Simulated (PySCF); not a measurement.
# The electron affinity along group 13

All values are computed (PySCF 2.14, energy differences of UHF-based or UKS calculations, no spin-orbit coupling). Values in eV. The last column holds reference values (measured affinities from photodetachment; the arrow runs from anion to atom). Unmarked ones compare directly (S terms, centres of terms, or small fine structure); those marked * lie between the lowest fine-structure levels and include a spin-orbit shift.

```json
{"element": "B (aug-cc-pV5Z, non-relativistic)", "configurations": "[He] 2s2 2p2 → [He] 2s2 2p1", "UHF": "-0.304", "PBE": "0.636", "PBE0": "0.484", "r2SCAN": "0.594", "MP2 (valence)": "0.233", "SCS-MP2 (valence)": "0.083", "reference": "0.280"}
{"element": "Al (aug-cc-pV(5+d)Z, non-relativistic)", "configurations": "[Ne] 3s2 3p2 → [Ne] 3s2 3p1", "UHF": "0.014", "PBE": "0.590", "PBE0": "0.535", "r2SCAN": "0.609", "MP2 (valence)": "0.385", "SCS-MP2 (valence)": "0.283", "reference": "0.433 *"}
{"element": "Ga (aug-cc-pV5Z-PP with ECP10MDF, ECP)", "configurations": "[Ar] 3d10 4s2 4p2 → [Ar] 3d10 4s2 4p1", "UHF": "-0.065", "PBE": "0.498", "PBE0": "0.422", "r2SCAN": "0.507", "MP2 (valence)": "0.271", "SCS-MP2 (valence)": "0.167", "reference": "0.301 *"}
{"element": "In (aug-cc-pV5Z-PP with ECP28MDF, ECP)", "configurations": "[Kr] 4d10 5s2 5p2 → [Kr] 4d10 5s2 5p1", "UHF": "0.074", "PBE": "0.548", "PBE0": "0.496", "r2SCAN": "0.568", "MP2 (valence)": "0.377", "SCS-MP2 (valence)": "0.289", "reference": "0.384 *"}
```

The highest occupied level of the anion is positive for B⁻ at PBE, PBE0, r2SCAN; Al⁻ at PBE, PBE0, r2SCAN; Ga⁻ at PBE, PBE0, r2SCAN; In⁻ at PBE, PBE0, r2SCAN, so there the basis helps to hold the electron.

"Valence" correlates the outer s and p shells and, in groups 3 to 12 and the f block, the outer d or f shell, open or full, or the next shell where the ion has no valence electron left; the wider scheme adds the next inner shell.
